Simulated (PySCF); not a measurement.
Species: dithiane, C4H8S2.
SMILES: `C1CCSSC1`

Theory: TDDFT CAM-B3LYP/def2-SVPD, vertical, gas phase, core orbitals frozen in the response (PySCF). One conformer (not necessarily the lowest) at the PBE0-D3(BJ)/def2-SVP geometry, without solvent, vibrations or thermal averaging.

Each state is given a Gaussian of 0.4 eV full width at half maximum, with ε(max) = 2.175×10⁸ f / Δν̃ (Δν̃ the width in cm⁻¹). The width is an assumption, not a result. The curve ends short of the highest state used, and states not computed would add to its high-energy end.

λ (nm), ε (L mol⁻¹ cm⁻¹) and a bar:
```
    183.6       3548 #############################
    188.3       3702 ##############################
    192.9       2998 ########################
    197.5       3034 #########################
    202.1       2249 ##################
    206.8        912 #######
    211.4        217 ##
    216.0         35 
    220.6          9 
    225.3         15 
    229.9         40 
    234.5         73 #
    239.1         91 #
    243.8         81 #
    248.4         52 
    253.0         26 
    257.6         10 
    262.3          6 
    266.9         12 
    271.5         34 
    276.1         83 #
    280.8        166 #
    285.4        265 ##
    290.0        355 ###
    294.6        402 ###
    299.3        390 ###
    303.9        330 ###
    308.5        246 ##
    313.1        164 #
    317.8         97 #
    322.4         53 
    327.0         26 
    331.6         12 
    336.3          5 
    340.9          2 
    345.5          1
```

Question: Where are the band maxima, and which computed states make them?

Answer: 296 nm (4.19 eV), ε about 400, made up of S1 (100%); 240 nm (5.17 eV), ε about 92, made up of S2 (100%); 197 nm (6.30 eV), ε about 3000, made up of S4 (56%), S5 (33%) and S6 (11%) (hardly more than a shoulder); 186 nm (6.66 eV), ε about 3900, made up of S6 (86%) (ε in L mol⁻¹ cm⁻¹; maxima over ε = 5, shares over 10%). The states used: S1 4.19 eV (f 0.0060); S2 5.17 eV (f 0.0014); S3 5.72 eV (f 0.0001); S4 6.24 eV (f 0.027); S5 6.27 eV (f 0.015); S6 6.66 eV (f 0.050); S7 6.73 eV (f 0.0053); S8 7.10 eV (f 0.027); S9 7.11 eV (f 0.0017); S10 7.35 eV (f 0.013).

Question: Coming from long wavelengths, where does ε first pass 100 L mol⁻¹ cm⁻¹?

Answer: At about 318 nm (3.90 eV), 0.28 eV below S1.

Question: On this curve, what absorbance would a 10⁻⁵ mol/L sample give at 266 nm over a 1 cm path?

Answer: 266 nm is 4.661 eV, where ε is about 9.4 L mol⁻¹ cm⁻¹, so A = ε c l ≈ 9.4e-05 (Beer–Lambert, with the gas-phase spectrum and the assumed width).

Question: What would ε be at 6.66 eV, the highest of these maxima, with half the width (0.2 eV)?

Answer: About 7220 L mol⁻¹ cm⁻¹ against 3910, a factor of about 1.8; a lone state at its own centre would give exactly 2.

The vertical ionisation energy (ΔSCF) is 8.38 eV, 1.03 eV above S10.
